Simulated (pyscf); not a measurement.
A first-order saddle from PySCF, ωB97X-D3(BJ)/def2-SVP:

```
O
Si 1 1.6430
Si 1 1.6761 2 134.37
H 2 1.4809 1 115.16 3 -81.59
H 3 1.4870 1 106.65 2 168.72
H 3 1.4873 5 109.42 1 -119.20
H 3 1.4879 5 109.58 6 -121.02
H 2 1.4957 4 110.16 1 120.69
H 2 1.6724 4 109.47 8 113.97
F 9 1.2762 2 89.85 4 66.31
```
Charge 0, spin multiplicity 2.

Surface: doublet, charge 0. Lowest wavenumbers (cm⁻¹): 643i, 72, 115, 164, 262.

Q: Name the species on either side of this saddle.

A: F–SiH₂–O–SiH₃ (SMILES F[SiH2]O[SiH3]) + H• (SMILES [H]) ⇌ •H₂Si–O–SiH₃ (SMILES [SiH2]O[SiH3]) + HF (SMILES F), an atom transfer read from left to right: F–Si broken and F–H formed. At ωB97M-D3(BJ)/def2-TZVP it lies +1.67 eV from the left side and +0.69 eV from the right (each side as separated species at their lowest minima found). On the product side the descent ends in a complex (not fully relaxed), 0.20 eV under the separated species and 0.85 eV under the saddle at ωB97X-D3(BJ)/def2-TZVP. At the saddle there is also a short H–Si contact that neither side keeps. This saddle turned up in a search for another step; its sides and bond changes are read from the two ends of the descent. The same reactants have a lower exit, to F–SiH₂–O–SiH₂• + H₂ (barrier +0.23 eV at ωB97M-D3(BJ)/def2-TZVP, against +1.67 eV here). One saddle was located; it need not be the lowest between these sides. The angle at the transferred F is 53°: a side-on saddle, likely not the lowest.
